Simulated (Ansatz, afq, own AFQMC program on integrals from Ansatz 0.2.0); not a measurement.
## Where AFQMC and coupled cluster stand for SiO, triplet

```xyz
2

Si    0.0000    0.0000    0.0000
O     0.0000    0.0000    4.6730
```

Basis 6-31G. Only valence electrons are correlated. Ansatz 0.2.0 and our own AFQMC program on the same integrals; the CISD trial comes from CCSD amplitudes, and released means the phaseless constraint is let go. ± is one standard error of the sampling.

Determinant: UHF, the one that the program's search chose, which needn't be the lowest solution. The geometry is a point of a scan.

Full CI on the same integrals is exact in this basis and with this determinant's frozen core.

Cautions: lower spins were not checked; strong correlation (T1 0.004, weight of the determinant 0.58, largest double 0.80); unrestricted determinant spin contaminated (⟨S²⟩ 3.00 against 2.00); the CCSD(T) amplitudes may be one of several solutions (largest double 0.80); the CCSDT(Q) amplitudes may be one of several solutions (largest double 0.96); the released energy hasn't reached full CI (56 meV above it at 1.62 1/Eh, later times being too noisy to tell), so no released level is given (meV from the phaseless value at times in 1/Eh: 10 ± 4 at 0.24, 1 ± 4 at 0.51, 5 ± 5 at 0.99, -6 ± 7 at 1.62, 1142 ± 1148 at 2.40); the next higher spin lies close (within 5 meV by full CI); the determinant fills πx and πy unequally, so it mixes two states of the linear molecule, and each level undoes that mixture to a different degree, while full CI gives the lower state; walk and cluster series may follow different spin states.

- T1 diagnostic: 0.0036
- weight of the determinant in the CISD state: 0.577
- ⟨S²⟩ of the determinant: 3.004
- size of the correlated space: 10 electrons in 16 orbitals

Reference: full CI, correlation energy -2.779 eV. The cautions show a poor starting determinant, so the rows tell how each method copes with it here, and full CI is the sure value.

| level | E − E(reference) (kJ/mol) | share of correlation (%) |
| --- | --- | --- |
| HF | 268.1 | 0.00 |
| MP2 | 96.0 | 64.21 |
| CCSD | 10.7 | 96.00 |
| CCSD(T) | 2.0 | 99.26 |
| CCSDT | 0.5 | 99.80 |
| CCSDT(Q) | 0.4 | 99.87 |
| ph-AFQMC/CISD | 5.9 ± 0.4 | 97.79 |

CCSDT and higher add their correlation energy to the determinant of the CCSD(T) run, since their own runs factorise the integrals more tightly (a shift of under 2 meV).
